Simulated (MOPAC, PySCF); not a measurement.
C3H9N, SMILES `CN(C)C`, neutral singlet in the gas phase. 

Cartesian coordinates (Å):
```xyz
13

C     -0.8482    -1.0554     0.2754
N     -0.0092    -0.1205    -0.4253
C     -0.5214     1.2228    -0.3770
C      1.3670    -0.2003    -0.0149
H     -0.9104    -0.8589     1.3720
H     -0.4690    -2.0810     0.1427
H     -1.8732    -1.0228    -0.1266
H     -1.5466     1.2541    -0.7784
H      0.1005     1.8899    -0.9945
H     -0.5505     1.6487     0.6539
H      1.9880     0.4675    -0.6326
H      1.5278     0.0824     1.0525
H      1.7450    -1.2264    -0.1472
```
Charge 0, multiplicity 1.

All levels are single points at this geometry (PBE0-D4/def2-SVP); Pople sets use spherical d functions. Orbital energies aren't observables, and empty levels follow the basis.

HF/3-21G in PySCF gives HOMO (eV) = -9.15.

Question: Estimate the HOMO (eV) from each of these levels: PBE-D3(BJ)/def2-TZVP in PySCF; PBE0-D4/def2-TZVP in PySCF; B3LYP/6-311+G** in PySCF; B3LYP/6-31G* in PySCF; PM6 in MOPAC.

Answer: 
```
level                          HOMO (eV)
-----------------------------  ---------
PBE-D3(BJ)/def2-TZVP in PySCF      -4.74
PBE0-D4/def2-TZVP in PySCF         -6.08
B3LYP/6-311+G** in PySCF           -5.90
B3LYP/6-31G* in PySCF              -5.58
PM6 in MOPAC                       -8.19
```
